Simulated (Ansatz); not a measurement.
# C₂H₃N (SMILES C=C=N): single points off equilibrium

An exercise on one series of results from a longer session: the logs are not shown, and one member is left open.

Method: single points in def2-TZVPP; program: Ansatz 0.2.0, Gaussian basis.

Cores are frozen in the correlated methods.

## Where the work starts

SMILES `C=C=N`, 6 atoms, charge 0, spin multiplicity 1.

Atoms are counted from 1 here; the program's logs count them from 0.

Bond lengths: C1–C2 1.235 Å, C1–H4 1.111 Å, C1–H5 1.162 Å, C2–N3 1.194 Å, N3–H6 1.102 Å. Angles: C2–C1–H4 117.9°, C2–C1–H5 124.7°, H4–C1–H5 117.5°, C1–C2–N3 169.6°, C2–N3–H6 113.9°.

As a file:

```xyz
6
charge 0, multiplicity 1
C    -0.7657    0.1294   -0.5215
C     0.2533    0.1069    0.1759
N     1.1017    0.1016    1.0158
H    -0.7808    0.8134   -1.3964
H    -1.7051   -0.5294   -0.3404
H     1.9169   -0.6140    0.8223
```

The first run:

Contents of run/in.yaml:

```yaml
crystal:
  periodic: [false, false, false]
  atoms:
    - {symbol: C, position_ang: [-0.765700, 0.129400, -0.521500]}
    - {symbol: C, position_ang: [0.253300, 0.106900, 0.175900]}
    - {symbol: N, position_ang: [1.101700, 0.101600, 1.015800]}
    - {symbol: H, position_ang: [-0.780800, 0.813400, -1.396400]}
    - {symbol: H, position_ang: [-1.705100, -0.529400, -0.340400]}
    - {symbol: H, position_ang: [1.916900, -0.614000, 0.822300]}
basis:
  gaussian: {orbitals: def2-TZVPP}
correlation: {method: ccsd_t}
output: {forces: true}
```

The command line of these runs was not kept.

Among the steps run: CCSD(T)/def2-TZVPP; PBE0-D4/def2-TZVPP; wB97M-V/def2-TZVPP; r2SCAN-D4/def2-TZVPP; PBE-D4/def2-TZVPP; B97M-V/def2-TZVPP; SPW92/def2-TZVPP.

One table of the session follows, with a row left open; its other results are not shown here.

| method | RMS force component (eV/Å) | angle to CCSD(T) forces (°) | dipole (D) |
| --- | --- | --- | --- |
| CCSD(T) | 2.553 | reference | 1.54 |
| PBE0-D4 | 2.318 | 5.6 | 1.57 |
| wB97M-V | 2.362 | 4.9 | 1.58 |
| r2SCAN-D4 | ? | ? | ? |
| PBE-D4 | 2.326 | 2.0 | 1.49 |
| B97M-V | 2.298 | 6.0 | 1.50 |
| SPW92 | 2.118 | 4.9 | 1.55 |

Estimate the missing values for r2SCAN-D4.

As computed: RMS force component (eV/Å): 2.304; angle to CCSD(T) forces (°): 3.9; dipole (D): 1.53. In the column «RMS force component (eV/Å)» it lies between B97M-V (2.298) and PBE0-D4 (2.318).
